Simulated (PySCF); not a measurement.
Structure with atom numbers: `[CH:1]#[C:2][C:3](=[O:4])[NH:5][CH3:6]`. Each H is labelled by its parent atom.

GIAO PBE0/pcSseg-1 shifts (PySCF 2.14.0 with density-fitted response routines, gas phase, non-relativistic, equivalent atoms averaged), each against references optimised in the same way as the molecule (TMS, H2O, NH3).

On the GFN2-xTB geometry: C3 153.4, C2 82.3, C1 79.4, C6 26.0, O4 416.0, N5 131.4, H(N5) 4.93, H(C6) 3.15, H(C1) 2.08 ppm.

Problem. What changes on the PBE0-D3(BJ)/def2-SVP geometry?

Solution. 
| atoms | δ (ppm) | change |
| --- | --- | --- |
| C3 | 153.3 | -0.1 |
| C2 | 80.6 | -1.7 |
| C1 | 76.5 | -2.9 |
| C6 | 27.6 | +1.6 |
| O4 | 440.7 | +24.7 |
| N5 | 127.6 | -3.8 |
| H(N5) | 4.73 | -0.20 |
| H(C6) | 2.75 | -0.40 |
| H(C1) | 2.36 | +0.28 |

Bonds between heavy atoms that differ most (equivalent bonds averaged): C2–C3 1.449 → 1.465 Å, C1–C2 1.199 → 1.211 Å, C3–O4 1.212 → 1.214 Å. Mean change of bonds to hydrogen: C–H +0.013 Å, N–H +0.003 Å.
